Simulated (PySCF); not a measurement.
formic acid cation (CH₂O₂), SMILES O=CO (connectivity only; charge and spin as stated), charge +1, multiplicity 2.

Coordinates come from a r2SCAN-D4/def2-TZVP optimisation. The multiplicity is an assumed one; other spin states were not compared. The values are those of a single conformer.

Level of theory: PySCF with TDA-ωB97X/def2-SVPD.

Vertical excitations. Isolated molecule, no solvent.

Computed lowest excited states:
| state | energy (eV) | λ (nm) | f | main pairs |
|---|---|---|---|---|
| root 1 | 1.49 | 830 | 0.000 | β HOMO→LUMO 89 % |
| root 2 | 3.72 | 333 | 0.000 | β HOMO−1→LUMO 81 %, β HOMO−3→LUMO 13 % |
| root 3 | 6.01 | 206 | 0.001 | β HOMO−2→LUMO 88 % |
| root 4 | 6.53 | 190 | 0.009 | β HOMO−3→LUMO 56 %, β HOMO−4→LUMO 24 %, β HOMO−1→LUMO 18 % |
| root 5 | 6.68 | 186 | 0.001 | α HOMO→LUMO 43 %, β HOMO→LUMO+1 56 % |
| root 6 | 7.78 | 159 | 0.018 | α HOMO→LUMO 11 %, β HOMO−4→LUMO 60 %, β HOMO−3→LUMO 21 % |
| root 7 | 8.06 | 154 | 0.000 | α HOMO−1→LUMO 24 %, α HOMO−2→LUMO 14 %, β HOMO−1→LUMO+1 61 % |
| root 8 | 8.43 | 147 | 0.000 | α HOMO−2→LUMO 66 %, α HOMO−1→LUMO 32 % |
| root 9 | 8.75 | 142 | 0.007 | α HOMO−1→LUMO 43 %, α HOMO−2→LUMO 18 %, β HOMO−1→LUMO+1 38 % |
| root 10 | 9.37 | 132 | 0.022 | α HOMO−3→LUMO 46 %, β HOMO−2→LUMO+1 46 % |
Unrestricted roots are not spin-pure.
